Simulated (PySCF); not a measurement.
Compound: N2.
SMILES: `N#N`

Computed, not measured: PBE0-D3(BJ)/def2-SVP geometry optimisation, gas phase (PySCF 2.14.0).

Masses are those of the commonest isotopes; rigid-rotor values at the optimised geometry. 

**Question.** What are the moment of inertia and the rotational constant?

**Answer.** I = 8.437 u·Å², B = 505379 MHz·u·Å²/I = 59901 MHz (1.9981 cm⁻¹, or 2.875 K as hB/k). For two atoms I = μr² with μ = 7.0015 u and r = 1.0977 Å.

**Question.** List the first levels of a rigid rotor in a Σ state.

**Answer.** E(J) = BJ(J+1): J = 1: 3.996, J = 2: 11.989, J = 3: 23.977, J = 4: 39.962, J = 5: 59.943, J = 6: 83.920 cm⁻¹.

**Question.** Has it a pure rotational spectrum?

**Answer.** Not by electric dipole: D∞h allows no dipole (computed 0.00 D). Rotational Raman lines (ΔJ = 2) lie at B(4J + 6), spaced by 4B = 7.992 cm⁻¹, with nuclear-spin weights that differ between even and odd J.

**Question.** Estimate the classical rotational partition function at 25 K, 50 K and 500 K.

**Answer.** Point group D∞h, symmetry number σ = 2; q = kT/(σhB), k/h = 20836.6 MHz/K: 4.3 at 25 K, 8.7 at 50 K, 87.0 at 500 K.

PBE0-D3(BJ)/def2-SVP frequencies: not computed here. Constants of a rigid frame at the computed geometry: no zero-point averaging, no centrifugal distortion.
